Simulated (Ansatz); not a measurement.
The same path of CH2NS2 (6 atoms, charge -1, multiplicity 1) was run twice with different band settings. The coordinate that changes most is the dihedral H5–N1–C2–S3.

All numbers below come from Ansatz 0.2.0, RKS PBE0/6-31G*.

Relaxed end points:

```xyz
6
Properties=species:S:1:pos:R:3
N -0.622 0.457 0.194
C 0.542 -0.203 -0.136
S 1.457 -0.795 1.177
S 0.892 -0.300 -1.804
H -0.975 0.281 1.124
H -1.294 0.560 -0.555
```

```xyz
6
Properties=species:S:1:pos:R:3
N -0.762 0.153 0.170
C 0.514 -0.263 -0.141
S 1.479 -0.746 1.181
S 0.914 -0.251 -1.800
H -1.232 0.693 -0.544
H -0.914 0.414 1.135
```

Common settings: spring 5.0 eV/Å²; optimiser quadratic models (default); start path through a guess of the saddle point; force threshold 0.05 eV/Å; iteration limit 60; end points relaxed.

| run | movable images | climbing image |
| --- | --- | --- |
| 1 | 5 | yes |
| 2 | 8 | no |

(1) What does each run give, and how far can it be trusted?

## Answers

(1) Run 1: converged after 9 iterations, highest image 0.686 eV above the first end. A vibrational analysis at the climbing image gives one clearly imaginary mode, 393i cm⁻¹: a first-order saddle point.
Run 2: converged after 10 iterations, highest image 0.669 eV above the first end. No image climbed, so the highest image needn't sit at the top of the path.
Limits of this set-up: an anion without diffuse functions.
